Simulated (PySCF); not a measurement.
Compound: C4H12NP.
Atom-mapped SMILES: `[CH3:1][PH:2][CH2:3][N:4]([CH3:5])[CH3:6]` (hydrogens: H7, H8, H9 on C1; H10 on P2; H11, H12 on C3; H13, H14, H15 on C5; H16, H17, H18 on C6)

Structure used (GFN2-xTB), in Å, numbered top down from 1:
```xyz
18
C4H12NP angstrom
C      2.979   -0.240    0.122
P      1.532    0.902    0.316
C      0.191   -0.357   -0.005
N     -1.061    0.303   -0.294
C     -2.037   -0.619   -0.838
C     -1.576    0.999    0.864
H      3.890    0.355    0.093
H      3.025   -0.894    0.992
H      2.908   -0.843   -0.781
H      1.542    1.381   -0.999
H      0.126   -1.027    0.876
H      0.477   -0.964   -0.870
H     -2.302   -1.424   -0.133
H     -1.643   -1.070   -1.748
H     -2.942   -0.068   -1.090
H     -1.810    0.317    1.697
H     -0.828    1.717    1.200
H     -2.481    1.538    0.586
```

Computed at PBE0/pcSseg-1 (PySCF, non-relativistic), with Q(14N) = 0.02044 b: N4, 14N (I = 1): χzz = -6.224 MHz, η = 0.043.

Question: Find the zero-field quadrupole resonance frequencies of 14N at N4.

Answer: From ν± = (3/4)|χ|(1 ± η/3) and ν0 = |χ|η/2: ν+ 4.735 MHz, ν− 4.602 MHz, ν0 0.133 MHz (tertiary amine nitrogen).

In a crystal, neighbours and librations shift these lines. One conformer (not necessarily the lowest) at the GFN2-xTB geometry, without solvent, vibrations or thermal averaging. GFN2-xTB bond lengths can be off by several hundredths of an ångström, more for odd bonds, and the gradients follow them. The small basis limits the accuracy of the gradients.
